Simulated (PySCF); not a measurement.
Compound: C3H5NO.
SMILES: `COC1=NC1`

Computed, not measured: EOM-IP-CCSD/aug-cc-pVDZ in PySCF, restricted Hartree–Fock reference, 5 core orbitals frozen, non-relativistic, gas phase, PBE0-D3(BJ)/def2-SVP geometry.

Hartree–Fock orbital energies give these Koopmans values (eV): HOMO 10.73, HOMO-1 11.21, HOMO-2 13.83, HOMO-3 14.15, HOMO-4 15.41, HOMO-5 16.92, HOMO-6 17.43, HOMO-7 18.77.

What vertical ionisation energies does EOM-IP-CCSD give?

```tsv
leading hole (HF orbital)	Koopmans (eV)	EOM-IP-CCSD (eV)	change (eV)	one-hole share
HOMO	10.73	10.03	-0.70	0.95
HOMO-1	11.21	10.27	-0.94	0.95
HOMO-2	13.83	12.47	-1.36	0.95
HOMO-3	14.15	12.83	-1.32	0.95
HOMO-4	15.41	14.26	-1.15	0.95
HOMO-6	17.43	15.29	-2.14	0.93
HOMO-5	16.92	15.71	-1.21	0.94
HOMO-7	18.77	16.99	-1.78	0.94
```

Does the order of the lines follow the orbital energies?

No: the HOMO-6 hole (15.29 eV) falls below the HOMO-5 hole (15.71 eV). The corrections run from -2.14 to -0.70 eV, with a mean of -1.33 eV over the 8 lines; no line lies above its Koopmans value. Koopmans values leave out both the relaxation of the orbitals and the change in correlation energy.

At what kinetic energies would He I light (21.22 eV) eject these electrons?

11.19 eV (HOMO), 10.95 eV (HOMO-1), 8.75 eV (HOMO-2), 8.39 eV (HOMO-3), 6.96 eV (HOMO-4), 5.93 eV (HOMO-6), 5.51 eV (HOMO-5), 4.23 eV (HOMO-7).

What total energy has the lowest final state, and which wavelength reaches it?

E(CCSD) + ionisation energy = -246.58396 + 0.36850 = -246.21546 Eh, at the geometry of the initial state. The threshold wavelength is 1239.84 eV nm/10.03 eV = 123.6 nm.

One root was sought for each valence orbital with −ε under 21 eV, eight at most, so deeper holes and satellites are missing; no vibrational structure.

The values belong to the conformer `[CH3:1][O:2][C:3]1=[N:4][CH2:5]1`: C1–O2–C3–N4 1°.
